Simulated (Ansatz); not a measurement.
Results of HSE06 (Ansatz, an electronic-structure program, plane waves, PAW) for solid CO2 (dry ice).

Numerical settings: plane-wave cutoff 500 eV, 4×4×4 k mesh, gaussian smearing 0.02 eV, scalar-relativistic PAW data made under PBE.

Cell (relaxed with r²SCAN):

```xyz
12
Lattice="5.5791 0.0000 0.0000 0.0000 5.5791 0.0000 0.0000 0.0000 5.5791" Properties=species:S:1:pos:R:3 pbc="T T T"
C      0.0000     2.7896     2.7896
C      2.7896     0.0000     2.7896
C      0.0000     0.0000     0.0000
C      2.7896     2.7896     0.0000
O      4.9093     3.4594     2.1197
O      2.1197     4.9093     3.4594
O      4.9093     4.9093     4.9093
O      0.6698     0.6698     0.6698
O      3.4594     2.1197     4.9093
O      3.4594     0.6698     2.1197
O      2.1197     3.4594     0.6698
O      0.6698     2.1197     3.4594
```

Q: What does this level give for the band gap?

A: 
band gap: 8.63 eV (on the SCF k mesh)

Note: the cell comes from a level without a dispersion term, which matters for the spacing of layers, chains or molecules; cell and atoms aren't relaxed at this level (largest force component 0.38 eV/Å, pressure -0.7 GPa).

The computed numbers hold no vibrational or temperature effects.

Computing time: roughly 4 core-minutes.
